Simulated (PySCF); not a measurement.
**Computed and reference excited states of `C1=CSC(=C2SC=CS2)S1` (TTF)**

Published values to compare with (the computed states carry no symmetry labels, so the two lists aren't matched line by line):

```json
{"state": "3B3u(π→σ*)", "E (eV)": "2.65", "f": "", "kind of transition": "vertical absorption", "source": "[1]"}
{"state": "1B3u(π→σ*)", "E (eV)": "2.79", "f": "", "kind of transition": "vertical absorption", "source": "[1]"}
{"state": "3B1u(π→π*)", "E (eV)": "2.99", "f": "", "kind of transition": "vertical absorption", "source": "[1]"}
{"state": "3B2u(π→π*)", "E (eV)": "3.12", "f": "", "kind of transition": "vertical absorption", "source": "[1]"}
{"state": "3B3g(π→π*)", "E (eV)": "3.40", "f": "", "kind of transition": "vertical absorption", "source": "[1]"}
{"state": "1B2u(π→π*)", "E (eV)": "3.74", "f": "", "kind of transition": "vertical absorption", "source": "[1]"}
{"state": "3B1g(π→σ*)", "E (eV)": "3.80", "f": "", "kind of transition": "vertical absorption", "source": "[1]"}
{"state": "3B2g(π→σ*)", "E (eV)": "3.92", "f": "", "kind of transition": "vertical absorption", "source": "[1]"}
{"state": "1B1g(π→σ*)", "E (eV)": "3.98", "f": "", "kind of transition": "vertical absorption", "source": "[1]"}
{"state": "1B2g(π→σ*)", "E (eV)": "4.05", "f": "", "kind of transition": "vertical absorption", "source": "[1]"}
{"state": "1B3u(Ryd)", "E (eV)": "4.11", "f": "", "kind of transition": "vertical absorption", "source": "[1]"}
{"state": "1B3g(π→π*)", "E (eV)": "4.22", "f": "", "kind of transition": "vertical absorption", "source": "[1]"}
{"state": "1B1u(π→π*)", "E (eV)": "4.51", "f": "", "kind of transition": "vertical absorption", "source": "[1]"}
{"state": "1B2g(Ryd)", "E (eV)": "4.55", "f": "", "kind of transition": "vertical absorption", "source": "[1]"}
```

[1] computed, CC3/aug-cc-pVTZ, gas; Loos, Jacquemin, bicyclic systems (2021), arXiv:2109.13894

Species: TTF, C₆H₄S₄.
InChI=1S/C6H4S4/c1-2-8-5(7-1)6-9-3-4-10-6/h1-4H

Computed with PySCF 2.14.0, density-fitted response routines, TDDFT B3LYP/def2-SVPD, vertical, gas phase, core orbitals frozen in the response. Isolated species at its PBE0-D3(BJ)/def2-SVP geometry, gas phase.

Computed singlets: 2.58 eV (f 0.001); 3.26 eV (f 0.031); 3.67 eV (f 0.000); 3.69 eV (f 0.000); 3.89 eV (f 0.000); 4.23 eV (f 0.037); 4.23 eV (f 0.352); 4.51 eV (f 0.000); 4.59 eV (f 0.000); 4.66 eV (f 0.000). Computed triplets (Tamm–Dancoff): 2.37, 2.74, 2.79, 3.04 eV.

How does the lowest computed singlet compare with the best estimate listed for the lowest singlet (vertical absorption)?

2.58 eV against 2.79 eV for 1B3u(π→σ*) [1]: a difference of -0.20 eV. Geometry and basis of the two calculations needn't be the same.

How does the lowest computed triplet compare with the best estimate listed for the lowest triplet (vertical absorption)?

2.37 eV against 2.65 eV for 3B3u(π→σ*) [1]: a difference of -0.28 eV. Geometry and basis of the two calculations needn't be the same.

The vertical ionisation energy (ΔSCF) is 6.40 eV, 1.74 eV above S10.
